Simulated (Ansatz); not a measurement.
Total energies of Si(OMe)H3 (CH₆OSi) from Ansatz at PBE-D4/def2-TZVP, gas phase (1 Eh = 27.2114 eV = 2625.5 kJ/mol). The reference geometry is relaxed at PBE0-D4/def2-TZVP.

```xyz
9

Si    0.686   -0.931    0.628
O     0.606    0.413   -0.312
C    -0.617    1.004   -0.681
H    -1.245    0.308   -1.250
H    -0.404    1.870   -1.310
H    -1.181    1.343    0.197
H     0.051   -0.691    1.954
H     2.125   -1.242    0.793
H    -0.020   -2.073   -0.019
```

| state | geometry | energy (Eh) |
| --- | --- | --- |
| charge 0 singlet | reference | -406.21095 |
| charge 1 doublet | reference | -405.83868 |
| charge 1 doublet | relaxed at PBE0-D4/def2-TZVP | -405.85196 |
| free Si atom (triplet) | – | -289.22285 |
| free O atom (triplet) | – | -75.00967 |
| free C atom (triplet) | – | -37.79597 |
| free H atom (doublet) | – | -0.49962 |

(1) Work out the vertical ionisation energy to the doublet.

(2) How much does the charge 1 doublet relax, and what is the adiabatic ionisation energy?

(3) What is the binding energy per atom against free atoms?

(1) E(charge 1 doublet) − E(charge 0 singlet) = -405.83868 − (-406.21095) = 0.37227 Eh = 10.13 eV. For comparison, −ε of the highest occupied level is 6.66 eV at this level, 3.47 eV less.

(2) Relaxation: -405.83868 − (-405.85196) = 0.01328 Eh = 0.36 eV. Adiabatic ionisation energy: 0.35899 Eh = 9.77 eV, without zero-point energy. 

(3) Atoms: 1 × (-289.22285) + 1 × (-75.00967) + 1 × (-37.79597) + 6 × (-0.49962) = -405.02621 Eh. Binding: -405.02621 − (-406.21095) = 1.18474 Eh = 32.24 eV, or 3.58 eV for each of 9 atoms (no zero-point energy, no counterpoise term).
